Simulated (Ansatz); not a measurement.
input.yaml

```yaml
crystal:
  periodic: [false, false, false]
  atoms:
    - { symbol: B, position_ang: [0.044615, -0.12929, 0.16152] }
    - { symbol: H, position_ang: [0.253238, 0.630169, 1.093308] }
    - { symbol: H, position_ang: [0.947059, -0.147961, -0.659375] }
    - { symbol: H, position_ang: [-1.060561, 0.00787, -0.336854] }
    - { symbol: "N", position_ang: [0.034576, -1.629678, 0.823782] }
    - { symbol: H, position_ang: [-0.150377, -2.339656, 0.11942] }
    - { symbol: H, position_ang: [0.929907, -1.845908, 1.255116] }
    - { symbol: H, position_ang: [-0.682659, -1.709146, 1.540483] }
basis:
  gaussian: { orbitals: def2-SVPD }
hamiltonian:
  xc: r2scanh
  dispersion: d4
neb:
  order_check: false
  images: 7
  f_tol: 0.03
  max_iterations: 60
  final_atoms:
    - { symbol: B, position_ang: [0.16622156, -0.74458768, -0.45059881] }
    - { symbol: H, position_ang: [-0.63608425, 0.85039879, 2.69988659] }
    - { symbol: H, position_ang: [1.13102019, -0.02747837, -0.51889396] }
    - { symbol: H, position_ang: [-0.91594289, -0.40079724, -0.8511938] }
    - { symbol: "N", position_ang: [0.30633279, -2.00952037, 0.10738531] }
    - { symbol: H, position_ang: [-0.45716478, -2.66394451, 0.19253464] }
    - { symbol: H, position_ang: [1.18309933, -2.36479246, 0.45882527] }
    - { symbol: H, position_ang: [-0.46168394, 0.19712183, 2.35945476] }
  initial_path:
    images:
      - { positions_ang: [[0.044615, -0.12929, 0.16152], [0.253238, 0.630169, 1.093308], [0.947059, -0.147961, -0.659375], [-1.060561, 0.00787, -0.336854], [0.034576, -1.629678, 0.823782], [-0.150377, -2.339656, 0.11942], [0.929907, -1.845908, 1.255116], [-0.682659, -1.709146, 1.540483]] }
      - { positions_ang: [[0.02282035, -0.10018876, 0.11677879], [0.18628726, 0.47757794, 1.20046939], [0.95435083, -0.10780767, -0.65246861], [-1.06616796, -0.01001819, -0.40080934], [0.0536609, -1.65974384, 0.76788121], [-0.20983069, -2.38916318, 0.11365945], [0.87194955, -1.87381573, 1.30584838], [-0.49727224, -1.50044056, 1.54604072]] }
      - { positions_ang: [[0.0010257, -0.07108753, 0.07203759], [0.11933652, 0.32498689, 1.30763079], [0.96164266, -0.06765434, -0.64556222], [-1.07177493, -0.02790638, -0.46476467], [0.0727458, -1.68980967, 0.71198041], [-0.26928437, -2.43867037, 0.10789891], [0.81399209, -1.90172347, 1.35658076], [-0.31188547, -1.29173513, 1.55159844]] }
      - { positions_ang: [[-0.02076895, -0.04198629, 0.02729638], [0.05238578, 0.17239583, 1.41479218], [0.9689345, -0.02750101, -0.63865583], [-1.07738189, -0.04579457, -0.52872001], [0.0918307, -1.71987551, 0.65607962], [-0.32873806, -2.48817755, 0.10213836], [0.75603464, -1.9296312, 1.40731313], [-0.12649871, -1.08302969, 1.55715616]] }
      - { positions_ang: [[-0.04256361, -0.01288506, -0.01744483], [-0.01456496, 0.01980477, 1.52195358], [0.97622633, 0.01265232, -0.63174944], [-1.08298886, -0.06368276, -0.59267534], [0.1109156, -1.74994135, 0.60017883], [-0.38819175, -2.53768474, 0.09637782], [0.69807718, -1.95753894, 1.45804551], [0.05888806, -0.87432426, 1.56271388]] }
      - { positions_ang: [[0.00963269, -0.19581071, -0.12573332], [-0.16994479, 0.22745328, 1.81643683], [1.01492479, 0.00261965, -0.60353557], [-1.04122736, -0.14796138, -0.65730496], [0.1597699, -1.8148361, 0.47698045], [-0.405435, -2.56924968, 0.12041702], [0.81933272, -2.05935232, 1.20824045], [-0.07125494, -0.60646273, 1.7618991]] }
      - { positions_ang: [[0.06182898, -0.37873637, -0.23402182], [-0.32532461, 0.43510178, 2.11092008], [1.05362326, -0.00741303, -0.5753217], [-0.99946587, -0.23224, -0.72193457], [0.20862419, -1.87973086, 0.35378207], [-0.42267826, -2.60081462, 0.14445623], [0.94058826, -2.1611657, 0.95843539], [-0.20139794, -0.33860121, 1.96108432]] }
      - { positions_ang: [[0.11402527, -0.56166203, -0.34231031], [-0.48070443, 0.64275028, 2.40540333], [1.09232173, -0.0174457, -0.54710783], [-0.95770438, -0.31651862, -0.78656419], [0.25747849, -1.94462561, 0.23058369], [-0.43992152, -2.63237957, 0.16849543], [1.06184379, -2.26297908, 0.70863033], [-0.33154094, -0.07073969, 2.16026954]] }
      - { positions_ang: [[0.16622156, -0.74458768, -0.45059881], [-0.63608425, 0.85039879, 2.69988659], [1.13102019, -0.02747837, -0.51889396], [-0.91594289, -0.40079724, -0.8511938], [0.30633279, -2.00952037, 0.10738531], [-0.45716478, -2.66394451, 0.19253464], [1.18309933, -2.36479246, 0.45882527], [-0.46168394, 0.19712183, 2.35945476]] }
```

Run as:

```bash
$ ansatz run input.yaml --threads 2 --pin off --max-ram 3072MiB --backend cpu --events-out ev --progress --plain --runs-dir out
```

Hardware: 2 threads of AMD EPYC 7R32 (Zen 2) (shared host).

Roughly how long does this run take, and how much memory?

110 s, with a peak of 0.18 GiB, for 13 band iterations.
